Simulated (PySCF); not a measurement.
NMR data simulated for an unnamed compound:

$^{1}$H NMR (300 MHz, computed): δ 6.25 (m, 1H), 5.21 (m, 1H), 5.21 (m, 1H), 1.06 (s, 9H).

$^{13}$C{$^{1}$H} NMR (computed): δ 158.9 (CH), 114.9 (CH2), 36.6 (C), 30.5 (CH3).

Computed data (PySCF): PBE0/pcSseg-1 with gauge-including orbitals, structure optimised with GFN2-xTB. Isolated molecule, one computed conformer, no relativistic terms, one averaged value for each set of equivalent atoms.

References, each an isolated molecule treated in the same way: $^{1}$H, $^{13}$C vs TMS.

Q: Which of these does the molecule contain: a benzene ring, a vinyl group CH=CH2, a tert-butyl group, an S-methyl group, a non-aromatic C=C double bond, a CH3CH2 unit?

A: 
- A benzene ring: no.
- A vinyl group CH=CH2: yes (δC 114.9, 158.9; δH 5.21 (m), 5.21 (m), 6.25 (m)).
- A tert-butyl group: yes (δC 30.5, 36.6; δH 1.06 (s)).
- An S-methyl group: no.
- A non-aromatic C=C double bond: yes.
- A CH3CH2 unit: no.

The data belong to SMILES C=CC(C)(C)C, C₆H₁₂; they needn't prove each group on their own.

Carbon signals by region: 2 in the sp2 and nitrile region (100–160 ppm), 2 below 50 ppm.

Shifts are as computed. Against solution values, carbons near 30 ppm lie about +3 ppm off and those near 130 ppm about +5 ppm. Of 1211 compounds with measured shifts, 218 miss one by over three times the rms of a fit or turn the order of signals round; such compounds aren't used in these exercises. Multiplicities follow the n + 1 count of equivalent neighbours, as no J values were calculated; m marks all less simple cases, F and P coupling included.
